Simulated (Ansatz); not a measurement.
The first iterations of a band of CH$_{2}$FSi (5 atoms, charge 1, multiplicity 1).

Level of theory: Ansatz 0.2.0, RKS r2SCANh-D4/def2-SVP.

```yaml
movable_images: 5
climbing_image: yes
spring: 5.0 eV/Å²
optimiser: quadratic models (default)
start_path: through a guess of the saddle point
force_threshold: 0.05 eV/Å
iteration_limit: 60
end_points: relaxed
```

Initial state:

```xyz
5
Properties=species:S:1:pos:R:3
F 0.718 -1.143 1.753
C 0.194 -0.459 0.888
Si -0.030 0.271 -0.687
H -1.176 -0.381 -1.356
H 0.294 1.712 -0.598
```

Final state:

```xyz
5
Properties=species:S:1:pos:R:3
F 0.630 -1.102 1.812
C 0.420 -0.563 0.737
Si -0.400 0.442 -0.441
H -1.061 -0.435 -1.433
H 0.411 1.658 -0.674
```

| iteration | highest image above the first end (eV) | largest band force component (eV/Å) |
| --- | --- | --- |
| 1 | 1.138 | 5.093 |
| 2 | 0.654 | 3.031 |

Problem. Does the band converge within its limit, and where does its top end?

Solution. The forces met the threshold. It ended after 8 iterations with the highest image 0.025 eV above the first end. A vibrational analysis at the climbing image gives one clearly imaginary mode, 176i cm⁻¹: a first-order saddle point. Limits of this set-up: the dipole of an ion depends on the origin.

The run took 2.4 min on 1 thread of Arm Neoverse N1, with other jobs on the host, peak memory 0.12 GiB.
